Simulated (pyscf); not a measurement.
PH₃ + H atom (H•) → PH₂• + hydrogen (H₂) (hydrogen abstraction; doublet surface; H–P broken, H–H formed). Single points on ωB97X-D3(BJ)/def2-SVP structures (PySCF, gas phase). Rate constants from transition-state theory, ωB97M-D3(BJ)/def2-TZVP energies (ideal gas, 1 atm, RRHO with modes under 100 cm⁻¹ raised to 100, one conformer, R ln 2 for chiral ones without a mode under 150 cm⁻¹; no tunnelling), k in cm³ molecule⁻¹ s⁻¹.

```csv
T (K),1000/T,log10 k
298,3.354,-12.19
600,1.667,-10.90
900,1.111,-10.35
1200,0.833,?
```

Problem. Fit an Arrhenius line to the three values, give the activation energy, and predict k at 1200 K.

Solution. Least squares gives log10 k = -9.50 − 0.81 × 1000/T, so Ea = 0.81 × ln 10 × 1.987 = 3.7 kcal/mol, against an electronic barrier of 3.2. At 1200 K the line gives -10.18; the computed value is -10.01 (ΔG‡ = 25.4 kcal/mol), a factor 1.5 over the line, since the plot is curved. One saddle was located; it need not be the lowest between these sides. The angle at the transferred H is 168°.
